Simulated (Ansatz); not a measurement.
Process, species as SMILES: O=C (CH2-O) → O=[CH-] + H+
B3LYP-D3(BJ)/def2-TZVP geometries, fixed; electronic energies without zero-point terms.

How fast the deprotonation energy converges with the basis for several methods (Ansatz, a first-principles code): deviation from each method's own reference, in kcal/mol. References: CCSD(T) 403.57 kcal/mol, Hartree-Fock in aug-cc-pVQZ plus the correlation part extrapolated as X^-3 from aug-cc-pVTZ and aug-cc-pVQZ; HF 409.54 kcal/mol, the value in aug-pcseg-3; MP2 403.47 kcal/mol, Hartree-Fock in aug-cc-pVQZ plus the correlation part extrapolated as X^-3 from aug-cc-pVTZ and aug-cc-pVQZ; PBE 396.37 kcal/mol, the value in aug-pcseg-3; PBE0 402.83 kcal/mol, the value in aug-pcseg-3; r2SCAN 400.80 kcal/mol, the value in aug-pcseg-3. All functions are spherical. In correlated methods cores are frozen. No added dispersion term, no relativity. 

| basis | functions | CCSD(T) | HF | MP2 | PBE | PBE0 | r2SCAN |
|---|---|---|---|---|---|---|---|
| cc-pVDZ | 38 | 18.80 | 11.06 | 19.23 | 20.85 | (withheld) | 16.67 |
| pcseg-1 | 38 | 14.05 | 5.45 | 13.86 | 14.13 | (withheld) | 10.40 |
| 6-311G** | 48 | 16.41 | 9.05 | 16.90 | 17.40 | (withheld) | 13.75 |
| aug-cc-pVDZ | 64 | -2.59 | -2.33 | -2.14 | -0.54 | (withheld) | -1.44 |
| cc-pVTZ | 88 | 10.39 | 6.16 | 11.01 | 13.15 | (withheld) | 10.41 |
| def2-TZVPD | 95 | 0.82 | 0.66 | 1.19 | 4.33 | (withheld) | 3.05 |
| aug-cc-pVTZ | 138 | -0.15 | -0.37 | 0.03 | 1.21 | (withheld) | 0.71 |
| aug-cc-pVQZ | 252 | 0.02 | -0.17 | 0.10 | 1.10 | (withheld) | 0.68 |

### Question
Complete the blanks.

### Answer

- cc-pVDZ, PBE0: 16.17
- pcseg-1, PBE0: 9.88
- 6-311G**, PBE0: 13.30
- aug-cc-pVDZ, PBE0: -1.43
- cc-pVTZ, PBE0: 9.59
- def2-TZVPD, PBE0: 2.35
- aug-cc-pVTZ, PBE0: 0.32
- aug-cc-pVQZ, PBE0: 0.38

Mean absolute deviation over 6-311G**, cc-pVTZ, def2-TZVPD, aug-cc-pVTZ: HF 4.06, PBE0 6.39, CCSD(T) 6.94, r2SCAN 6.98, MP2 7.28, PBE 9.02 kcal/mol.
